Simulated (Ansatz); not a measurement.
How close CCSD(T) comes to the exact answer in a basis

Each species is computed at the geometry given (Å), with frozen cores, in Ansatz 0.2.0: RHF-CCSD(T) for singlets, UHF-CCSD(T) otherwise, and full CI in the same basis. The program picks the determinant by trial CCSD, so it needn't be the lowest Hartree–Fock solution. States: Mg2 Πg, HSiN Σ⁺ or Δ, Al2 Πu, AlP⁺ Σ⁻ or Δ. Cases whose determinant has another symmetry than full CI's state, or whose (Q) step broke down, weren't drawn.

Task: Judging by size, spin and bonding, rank them by the size of CCSD(T)'s error in total energy against full CI in the same basis, smallest first (an estimate).
A. Al2, triplet, cc-pVDZ: Al 0.000 0.000 0.000; Al 0.000 0.000 3.047
B. Mg₂, triplet, aug-cc-pVTZ: Mg 0.000 0.000 0.000; Mg 0.000 0.000 2.524
C. HSiN, singlet, 6-31G: Si 0.000 0.000 0.077; N 0.000 0.000 -1.640; H 0.000 0.000 1.564
D. AlP⁺, quartet, cc-pVDZ: Al 0.000 0.000 0.000; P 0.000 0.000 5.321

Result: D (10.0 meV), B (38.6 meV), A (57.5 meV), C (84.8 meV).

```csv
species,basis,correlated electrons,CCSD(T) − full CI (meV),CCSDT(Q) − full CI (meV),unpaired electrons (full CI),T1,⟨S²⟩ of the determinant
"AlP⁺, quartet",cc-pVDZ,7,10.0,0.3,3.07,0.005,3.75
"Mg2, triplet",aug-cc-pVTZ,4,38.6,0.6,2.09,0.052,2.14
"Al2, triplet",cc-pVDZ,6,57.5,1.7,2.14,0.024,2.04
"HSiN, singlet",6-31G,10,84.8*,-19.6,0.42,0.032,0.00
```

Unpaired electrons are Σ n²(2−n)² over natural occupations; an open shell counts its own unpaired electrons too. Frozen cores follow each run's orbitals, which moves totals by a few meV. An asterisk marks runs whose energy the program itself flagged as in doubt.
